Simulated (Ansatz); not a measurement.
Input file for CH$_{4}$FNS (`NC(F)S`):

```yaml
crystal:
  periodic: [false, false, false]
  atoms:
    - {symbol: N, position_ang: [0.023816, 1.141458, -0.511124]}
    - {symbol: C, position_ang: [0.344473, -0.050985, 0.161409]}
    - {symbol: F, position_ang: [1.440742, -0.645136, -0.422936]}
    - {symbol: S, position_ang: [-1.041591, -1.240130, 0.122248]}
    - {symbol: H, position_ang: [-0.531046, 1.005001, -1.344635]}
    - {symbol: H, position_ang: [-0.380970, 1.842592, 0.088564]}
    - {symbol: H, position_ang: [0.612276, 0.168319, 1.196016]}
    - {symbol: H, position_ang: [-0.375400, -2.278219, 0.654657]}
basis:
  gaussian: {orbitals: def2-TZVPP}
correlation: {method: ccsd_t}
output: {orbitals: {seedname: orbitals}}
```

```sh
$ ansatz run in.yaml --threads 2 --pin off --events-out ev --progress --plain --max-ram 4352MiB
```

The program prints (abridged):

```
Functional definition: HF
1144 factors; integrals over basis functions are off by at most 8.8e-4 eV
mean field evaluation 1: about -16097.9123 eV, gradient 3.6e1 eV
mean field evaluation 2: about -16098.1187 eV, gradient 3.6e1 eV
mean field evaluation 4: about -16100.9685 eV, gradient 3.5e0 eV
mean field evaluation 8: about -16101.0227 eV, gradient 3.4e-1 eV
mean field -16101.02329356 eV, -591.7016923729 hartree, gradient 3.7e-6 eV, S^2 0.000000; 0 other end points of the search recorded, 0 dependent functions left out
8 core orbitals not correlated: weight in the atoms' cores, before any rotation towards them, 1.000 or more for the frozen orbitals, at most 0.000 for the correlated occupied ones
reference -16101.02329356 eV, -591.7016923729 hartree; 13, 13 occupied and 170, 170 virtual orbitals, 1144 factors
second order -22.06089297 eV of doubles, -0.00000000 eV of singles
cycle   1  -22.32630195 eV  change   -2.7e-1 eV  update   9.5e-2
cycle   2  -22.82109741 eV  change   -4.9e-1 eV  update   2.8e-2
cycle   3  -22.93048826 eV  change   -1.1e-1 eV  update   1.4e-2
cycle   4  -22.92125927 eV  change    9.2e-3 eV  update   3.2e-3
cycle   5  -22.91972242 eV  change    1.5e-3 eV  update   1.5e-3
cycle   6  -22.92026291 eV  change   -5.4e-4 eV  update   5.0e-4
cycle   7  -22.91998860 eV  change    2.7e-4 eV  update   2.0e-4
cycle   8  -22.91990749 eV  change    8.1e-5 eV  update   6.2e-5
cycle   9  -22.91992766 eV  change   -2.0e-5 eV  update   2.6e-5
perturbative correction -0.88317726 eV, -0.0324561658 hartree
Total energy: -16124.82639848 eV, -592.5764403444 hartree
```

Run time 62 s (2 threads of an Arm Neoverse V2 on a shared host); peak host memory 2.2 GiB.

The correlation energy is -23.803 eV, 3.7 % of it from (T); the T1 diagnostic reads 0.0115.
